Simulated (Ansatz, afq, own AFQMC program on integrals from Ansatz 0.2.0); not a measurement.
AFQMC on a folder of integrals that Ansatz 0.2.0 wrote.

```yaml
crystal:
  periodic: [false, false, false]
  atoms:
    - {symbol: F, position_ang: [0.000000, 0.000000, 0.000000]}
    - {symbol: Mg, position_ang: [0.000000, 0.000000, 1.804000]}
basis:
  gaussian: {orbitals: aug-cc-pVDZ}
total_charge: -1
magnetization: {spin_polarized: true, initial_magnetization: 2}
correlation: {method: ccsd_t, electrons: outside_noble_gas, hamiltonian_folder: ham}
```

```sh
$ ansatz run in.yaml --threads 1 --pin off --events-out ev --progress --plain --max-ram 1382MiB
```

Options of the walk:

```
--method free --trial cisd --walkers 60 --time-step 0.03 --max-blocks 80 --target-error 0.00038 --factor-cut 1e-05 --seed 3111 --times 0,0.21,0.42,0.81,1.2,1.8,2.4,3 --taylor-order 8
```

Times are imaginary, in 1/Eh. The walk had a cap of 1931 s.

```
orbitals 44  electrons 6 4  factors 316 of 472
reference energy -299.10619329 Eh
CCSD correlation -0.23568954 Eh in 12 cycles, weight of the determinant in the CISD state 0.9292
repeat  energy at the last time / Eh  error
    10  -299.350636  0.001638
    20  -299.350270  0.001160
    30  -299.349144  0.000862
    40  -299.349384  0.000721
    50  -299.349066  0.000621
    60  -299.348671  0.000563
    70  -299.348465  0.000517
    80  -299.348251  0.000490
time / (1/Eh)  energy / Eh  error  mean overlap
  0.00  -299.341892  0.000210  1.0763
  0.21  -299.345687  0.000232  1.0697
  0.42  -299.346851  0.000269  1.0681
  0.81  -299.347454  0.000296  1.0685
  1.20  -299.347781  0.000303  1.0602
  1.80  -299.348410  0.000431  1.0553
  2.40  -299.348680  0.000512  1.0489
  3.00  -299.348251  0.000490  1.0561
energy -299.348251 +/- 0.000490 Eh
```

(1) Estimate how long the walk took on 1 thread of AMD EPYC 9R45 96-Core Processor (Zen 5) (shared host).

The run passed its tests (error under three times the target), which doesn't prove that it has relaxed.

Against this walk (error 13.3 meV) on the same determinant: CCSD(T) 23.2 meV higher (within the noise), CCSDT(Q) 3.4 meV higher (within the noise). The error is statistical, and a free projection of finite length keeps a remainder of its start.

Cautions: remainder of the start not in the error; error above the target (13.3 against 10.3 meV); lower spins were not checked.

Results:

(1) 2.6 min of wall time.

CCSDT and higher add their correlation energy to the determinant of the CCSD(T) run, since their own runs factorise the integrals more tightly (a shift of under 2 meV). A walk keeps the symmetry of its determinant, which the program's search chose and which needn't be the lowest solution, so a lower state of the same spin and another symmetry isn't excluded.
